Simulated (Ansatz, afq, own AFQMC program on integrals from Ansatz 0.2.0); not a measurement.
**Where AFQMC and coupled cluster stand for GeHO, doublet**

```tsv
atom	x (Å)	y (Å)	z (Å)
Ge	0.0000	0.0134	0.3432
O	0.0000	-0.1072	-1.4387
H	0.0000	0.7369	-1.8995
```

Connectivity, by distances: Ge–OH.

Basis cc-pVDZ. Only valence electrons are correlated. Ansatz 0.2.0 and our own AFQMC program on the same integrals; the CISD trial comes from CCSD amplitudes, and released means the phaseless constraint is let go. Error bars are statistical, one sigma. No spin–orbit coupling.

Determinant: UHF, the one that the program's search chose, which needn't be the lowest solution. The geometry is a point of a scan.

No full CI on the walks' own integrals is used here; CCSDT(Q) serves as the reference and is uncertain by about the last step of the cluster series.

Cautions: no relativity below Rb; no spin-orbit coupling; inner d shell frozen.

The T1 diagnostic is 0.0229, the weight of the determinant in the CISD state is 0.890 and the ⟨S²⟩ of the determinant is 0.764. The size of the correlated space is 11 electrons in 31 orbitals.

```
  level  correlation energy (eV)
    MP2                  -6.8310
   CCSD                  -7.2728
CCSD(T)                  -7.4644
```

(1) Estimate where phaseless AFQMC with a CISD trial lies against CCSD(T) on the same integrals.

(1) 1.13 ± 0.68 mEh below CCSD(T). The gap is under twice the noise, so this walk alone can't tell the two apart.

Reference: CCSDT(Q), correlation energy -7.506 eV. The released energy is read at 2.40 1/Eh (meV from the phaseless value at times in 1/Eh: -13 ± 20 at 0.24, -19 ± 14 at 0.51, -8 ± 18 at 0.99, 1 ± 18 at 1.62, -5 ± 24 at 2.40).

```
         level  E − E(reference) (mEh)  share of correlation (%)
       CCSD(T)                    1.52                     99.45
         CCSDT                    0.93                     99.66
   ph-AFQMC/HF            -0.67 ± 2.66                    100.24
 ph-AFQMC/CISD             0.39 ± 0.68                     99.86
released AFQMC             0.21 ± 0.90                     99.92
```

A walk keeps the symmetry of its determinant, which the program's search chose and which needn't be the lowest solution, so a lower state of the same spin and another symmetry isn't excluded. Released energies are given only where the last usable release times agree within the noise; a slower fall can still hide under it.
